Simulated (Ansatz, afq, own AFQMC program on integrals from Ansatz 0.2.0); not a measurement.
HfH3S3, quartet in def2-SVP, levels against AFQMC with the constraint released

| atom | x (Å) | y (Å) | z (Å) |
| --- | --- | --- | --- |
| S | 0.2378 | 1.8726 | -0.3372 |
| Hf | -0.6487 | -0.3334 | 0.7186 |
| S | -0.1655 | -2.7190 | 0.5354 |
| S | -2.5195 | 1.4257 | 0.4673 |
| H | -0.2068 | 1.7268 | -1.6097 |
| H | 1.0017 | -2.4130 | 1.1766 |
| H | -2.1583 | 2.2128 | 1.5133 |

Basis def2-SVP with its core potentials. Only valence electrons are correlated. Integrals, coupled cluster, full CI and functionals: Ansatz 0.2.0; the random walks run on the same integrals in our own AFQMC program. ph-AFQMC/CISD is guided by a CISD state made of CCSD amplitudes; releasing the constraint for a short imaginary time cuts its bias at the price of noise, slowly where states lie close. Uncertainties: one standard error, sampling alone. No spin–orbit coupling. The metal's outer-core s and p shells are frozen, which shifts wave-function levels against functionals.

Determinant: UHF, the one that the program's search chose, which needn't be the lowest solution. The geometry is a PBE0/def2-SVP stationary point of this or a neighbouring charge and spin state.

No full CI on the walks' own integrals is used here. The released AFQMC energy serves as the reference, which it does only where one determinant dominates, the energy is flat over the last release times and near the phaseless one (40 meV or 2 meV an electron, half that with transition metals). On small molecules, where full CI could be run and the noise was under 10 meV, such values lay within 10 meV of it in 19 cases of 20, a flattering rate, since the rule was set on those same cases; what remains of the bias isn't in the error bar.

Cautions: no spin-orbit coupling; outer-core shells of the metal frozen; higher spins were not checked; the released value is read at 1.20 1/Eh with a noise of 15 meV, more than in the cases checked (meV from the phaseless value at times in 1/Eh: -8 ± 10 at 0.24, -15 ± 8 at 0.48, -25 ± 7 at 0.80, -21 ± 15 at 1.20); released reference can be 30 meV off for metals.

The T1 diagnostic is 0.0193 and the weight of the determinant in the CISD state is 0.775. The ⟨S²⟩ of the determinant is 3.780. The size of the correlated space is 25 electrons in 82 orbitals.

| level | correlation energy (eV) |
| --- | --- |
| MP2 | -12.3091 |
| CCSD | -13.8049 |
| CCSD(T) | -14.2791 |

Estimate where phaseless AFQMC with a CISD trial lies against CCSD(T) on the same integrals.

1.67 ± 0.29 mEh below CCSD(T).

Reference: AFQMC with the constraint released, correlation energy -14.345 ± 0.015 eV.

```json
{"level": "CCSD(T)", "E − E(reference) (mEh)": "2.42 ± 0.54", "share of correlation (%)": "99.54"}
{"level": "ph-AFQMC/CISD", "E − E(reference) (mEh)": "0.75 ± 0.61", "share of correlation (%)": "99.86"}
```

Released energies are given only where the last usable release times agree within the noise; a slower fall can still hide under it.
